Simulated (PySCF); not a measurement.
## Adding and removing an electron: LiS

UHF; PySCF, no relativity, basis sets Li def2-TZVP, S def2-TZVP. Neutral (UHF): doublet (π ↑), Re = 2.164 Å, ωe = 586 cm⁻¹, De = 1.98 eV, HOMO -8.01 eV, LUMO -0.15 eV.

LiS⁺ (UHF): triplet (π ↑↑), Re = 2.477 Å, ωe = 344 cm⁻¹, De = 0.76 eV to Li⁺ + S. The energies at the minima are -405.00755 hartree for LiS and -404.76619 for LiS⁺.

Question: Work out the adiabatic ionisation energy, without and with harmonic zero-point energies (1 hartree = 27.2114 eV, 1 eV = 8065.5 cm⁻¹), and the change of the bond length.

Answer: At UHF: 0.24136 hartree = 6.568 eV between the minima; the zero-point term (344.0 − 586.0)/2 cm⁻¹ = -0.015 eV makes it 6.553 eV. Re changes by +31.3 pm against the neutral. The electron leaves a π orbital, and the ion is left as a loose complex of an ion and an atom.

For an ion De counts to the pair picked by the measured ionisation energies or electron affinities, which need not be the lowest pair at this level. Hartree–Fock leaves out correlation, which carries a large part of most bond energies and some tenths to 1 eV of ionisation energies. States were picked by a PBE0 search and need not be the measured ground states.
